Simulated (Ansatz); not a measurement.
For zinc-blende AlN (metastable phase), BLYP (PAW; Ansatz, a first-principles code) gives:

```
Quantity                  Result
------------------  ------------
lattice constant a       4.425 Å
bulk modulus B0          185 GPa
cohesive energy     5.35 eV/atom
```

What does LC-ωPBE (PAW; Ansatz) give for the same quantities?


- lattice constant a: 4.350 Å (decreases by 1.7 %)
- bulk modulus: 223 GPa (rises by 21 %)
- cohesive energy: 5.83 eV/atom (goes up by 0.48 eV/atom)

Changes are worked out from the printed values.

Unless a cell is named, each level is at its own relaxed cell (BLYP 10.83, LC-ωPBE 10.29 Å³/atom).

Ansatz's density-functional and Hartree–Fock values are scalar-relativistic unless marked +SOC, with PAW data made under PBE.
